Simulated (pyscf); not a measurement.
Optimised with ωB97X-D3(BJ)/def2-SVP in PySCF.

Q: Estimate by transition-state theory the rate constant of •H₂C–NH₂ + CH₄ → H₃C–NH₂ + CH₃• (doublet surface; C–H broken, C–H formed) at 600 K, with ωB97M-D3(BJ)/def2-TZVP energies (ideal gas, 1 atm, RRHO with modes under 100 cm⁻¹ raised to 100, one conformer, R ln 2 for chiral ones without a mode under 150 cm⁻¹; no tunnelling).

A: The electronic barrier is 26.7 kcal/mol and the thermal terms add +13.9, so ΔG‡ = 40.6 kcal/mol. With k_BT/h = 1.25e+13 s⁻¹ and RT = 1.192 kcal/mol, and a volume of 8.18e-20 cm³ per molecule at 1 atm, k = 1.7e-21 cm³ molecule⁻¹ s⁻¹. Wigner's tunnelling factor for 1668i cm⁻¹ would be 1.67, likely too low at so high a frequency. A shift of 1 kcal/mol in the barrier changes k by a factor 2.3. One saddle was located; it need not be the lowest between these sides. The angle at the transferred H is 172°.
